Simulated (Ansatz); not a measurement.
**CO2 (singlet): wave-function methods side by side, cc-pVDZ**

Aim: climb from Hartree-Fock through coupled cluster and multireference methods for CO2 (singlet) at one geometry and basis, and see what each rung misses.

Method: cc-pVDZ, core rule «outside noble gas», up to 3 orbitals frozen; program: Ansatz 0.2.0, Gaussian basis.

To be run: UHF; CCSD(T) on RHF; BCCD(T) on RHF; CISD; CCSDT(Q) on RHF; CISDTQ; CCSDTQ on RHF; CASSCF and MRCISD+Q, 16 electrons in 12 orbitals; CASSCF and NEVPT2, 16 electrons in 12 orbitals.

9 further runs of the same task are left out: 9 set aside as unsound or not needed.

### Step 1. The geometry

The geometry is an MP2(full)/6-31G* stationary point (not a proven minimum).

3 atoms, charge 0, spin multiplicity 1.

Atoms are counted from 1 here; the program's logs count them from 0.

Bond lengths: C1–O2 1.179 Å, C1–O3 1.179 Å. Angles: O2–C1–O3 180.0°.

Geometry (Å):

```
C     0.0000    0.0000    0.0000
O     0.0000    0.0000   -1.1787
O     0.0000    0.0000    1.1787
```

### Step 2. UHF

File in.yaml:

```yaml
crystal:
  periodic: [false, false, false]
  atoms:
    - {symbol: C, position_ang: [0.000000, 0.000000, 0.000000]}
    - {symbol: O, position_ang: [0.000000, 0.000000, -1.178658]}
    - {symbol: O, position_ang: [0.000000, 0.000000, 1.178658]}
basis:
  gaussian: {orbitals: cc-pVDZ}
magnetization: {spin_polarized: true, initial_magnetization: 0}
hamiltonian: {xc: hf}
output: {orbitals: {seedname: orbitals}}
```

Run with:

```console
ansatz run in.yaml --threads 1 --pin off --events-out ev --progress --plain --max-ram 3956MiB --backend cpu
```

Further steps of the session: CCSD(T) on RHF; BCCD(T) on RHF; CISD; CCSDT(Q) on RHF; CISDTQ; CCSDTQ on RHF; CASSCF and MRCISD+Q, 16 electrons in 12 orbitals; CASSCF and NEVPT2, 16 electrons in 12 orbitals.

**Question.** What will the summary of the whole plan be? Wanted: RCCSDTQ below the RHF energy; RMP2 from RCCSDTQ; RCCSD from RCCSDTQ; RCCSD(T) from RCCSDTQ; RCCSDT(Q) from RCCSDTQ; NEVPT2 valence from RCCSDTQ; MRCISD+Q valence from RCCSDTQ; T1 diagnostic; effectively unpaired electrons.

**Answer**, as computed:

| quantity | value |
| --- | --- |
| RCCSDTQ below the RHF energy | -13.7145 eV |
| RMP2 from RCCSDTQ | +456.3 meV |
| RCCSD from RCCSDTQ | +571.7 meV |
| RCCSD(T) from RCCSDTQ | +57.7 meV |
| RCCSDT(Q) from RCCSDTQ | -9.6 meV |
| NEVPT2 valence from RCCSDTQ | +1311.5 meV |
| MRCISD+Q valence from RCCSDTQ | +52.1 meV |
| levels within 1 kcal/mol (43 meV) | RCCSDT(Q) |
| T1 diagnostic | 0.020 |
| effectively unpaired electrons | 0.06 |

RCCSD(T) lands +57.7 meV from the yardstick (0.4 % of the correlation energy). One determinant dominates. Of the multireference levels listed MRCISD+Q valence comes nearest in total energy (+52.1 meV), which doesn't show that its space is the better one. These misses are within one basis, not against nature.
